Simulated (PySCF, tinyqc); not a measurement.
Ways to converge the cycle: SCF convergence aids in the sto-3g basis, for HF, spin multiplicity 1. Computed by the program tinyqc with PySCF. RHF with one setting changed at a time; a run stops when the energy changes by less than 1e-09 hartree and the error matrix is below 1e-5. The start is the Wolfsberg-Helmholz matrix. Damping d keeps d of the old density; a shift (hartree) raises the virtual levels; DIIS n extrapolates F over n matrices.

Geometry (angstrom):
```
atom,x,y,z
F,0.0000,0.0000,0.0000
H,0.0000,0.0000,1.4880
```

lowest restricted solution found by these runs and by PySCF = -98.419193 hartree

Largest element of the error matrix X^T (FDS - SDF) X:
```
iteration,plain,damping 0.3,damping 0.6,shift 0.4,DIIS 3,DIIS 8
1,3.8e-01,3.8e-01,3.8e-01,3.8e-01,3.8e-01,3.8e-01
2,2.1e-01,8.4e-02,2.4e-01,3.2e-01,2.1e-01,2.1e-01
3,5.7e-02,2.6e-02,1.4e-01,9.7e-02,1.6e-03,1.6e-03
4,1.4e-02,8.0e-03,8.1e-02,2.3e-02,1.1e-04,1.1e-04
5,3.7e-03,2.5e-03,4.5e-02,6.4e-03,4.0e-06,4.0e-06
6,9.4e-04,7.6e-04,2.5e-02,2.4e-03,8.1e-07,3.1e-07
8,6.1e-05,7.1e-05,8.3e-03,3.4e-04,-,-
10,4.0e-06,6.5e-06,3.1e-03,4.7e-05,-,-
14,-,4.9e-08,4.4e-04,-,-,-
20,-,-,2.4e-05,-,-,-
30,-,-,2.9e-07,-,-,-
```

How each run ends:
```
run,iterations,E (hartree),state
plain,10,-98.41919,lowest found
damping 0.3,19,-98.41919,lowest found
damping 0.6,40,-98.41919,lowest found
shift 0.4,12,-98.41919,lowest found
DIIS 3,6,-98.41919,lowest found
DIIS 8,6,-98.41919,lowest found
```

What does the comparison show, and why?

6 of 6 runs reach the lowest restricted solution found, in 6 to 40 iterations (fastest: DIIS 3, DIIS 8). Plain steps already contract here, so damping only slows them. DIIS 3 and DIIS 8 gain by cancelling the error over several earlier matrices, much as a quasi-Newton step does. The restricted reference is unstable here: a spin-polarised solution lies 0.0540 hartree lower (PySCF), so results built on it describe a poor reference.
